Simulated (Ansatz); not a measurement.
A run of Ansatz (development build ahead of 0.2.0) on doublet CHS at this shape:

```yaml
atoms:
  - { symbol: H, position_ang: [-0.0404, 0.0876, -1.1784] }
  - { symbol: C, position_ang: [0.0393, -0.3370, -0.1629] }
  - { symbol: S, position_ang: [0.0297, 0.3093, 1.2700] }
```

Its results:

* Converged: yes
* Reference energy: -435.73520 hartree
* Correlation energy: -0.24937 hartree
* Total energy: -435.98457 hartree
* Spin squared of the determinant: 0.750
* Stability test: minimum among restricted orbitals
* Occupied orbitals by symmetry in an Abelian subgroup (alpha; beta): 10 A' 2 A''; 9 A' 2 A''

Messages of the program:
```
mean field -11856.95879483 eV, -435.7351987748 hartree, gradient 4.5e-6 eV, S^2 0.750000; 6 other ends of a descent, 0 dependent functions left out
```

Question: Which input gives this output? Name the method, the orbitals and the basis set, and write the input.

Answer: ROHF-MP2 in def2-SVP.

```yaml
crystal:
  periodic: [false, false, false]
  atoms:
    - { symbol: H, position_ang: [-0.04037, 0.08761, -1.17837] }
    - { symbol: C, position_ang: [0.03928, -0.33698, -0.16288] }
    - { symbol: S, position_ang: [0.02968, 0.30934, 1.26999] }
basis:
  gaussian: { orbitals: def2-SVP }
magnetization:
  initial_magnetization: 1
hamiltonian:
  xc: hf
correlation:
  method: mp2
  frozen_orbitals: { C: 1, H: 0, S: 5 }
```
